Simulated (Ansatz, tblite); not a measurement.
Voigt–Reuss–Hill bulk modulus (GPa) of solids drawn from the class of tetrahedrally bonded semiconductors and semimetals, at two levels: GFN1-xTB tight binding with its D3(BJ) term, in tblite, supercell at the zone centre, Fermi filling at 1000 K (free energies), no spin polarisation (tblite), and r²SCAN (Ansatz, a program for electronic structure, PAW).

| solid | GFN1-xTB | r²SCAN | shift (%) |
|---|---|---|---|
| wurtzite CdS | 42.3 | 60.3 | +43 |
| wurtzite AlN | 97.0 | 211 | +118 |
| wurtzite ZnO | 48.5 | 150 | +209 |
| wurtzite GaN | 92.4 | 197 | +113 |
| 2H-SiC | 203 | 228 | +12.3 |
| wurtzite BN (high-pressure phase) | 388 | 392 | +1.0 |

The shifts run from +1.0 % to +209 %, with a median of +78 %.

Of 6 rows, r²SCAN is the larger in 6 and the smaller in 0.

Ansatz's runs of these crystals have no spin polarisation.

Each level is taken at its own relaxed cell. Caveats: the method was fitted mainly to molecules (GFN1-xTB: wurtzite CdS, wurtzite AlN, wurtzite ZnO, wurtzite GaN, 2H-SiC, wurtzite BN); the relaxed volume lies over a fifth from the starting cell (GFN1-xTB: wurtzite ZnO); the run uses a supercell at the zone centre in place of a k mesh (GFN1-xTB: wurtzite CdS, wurtzite AlN, wurtzite ZnO, wurtzite GaN, 2H-SiC, wurtzite BN). Ansatz's density-functional and Hartree–Fock values are scalar-relativistic unless marked +SOC, with PAW data made under PBE.
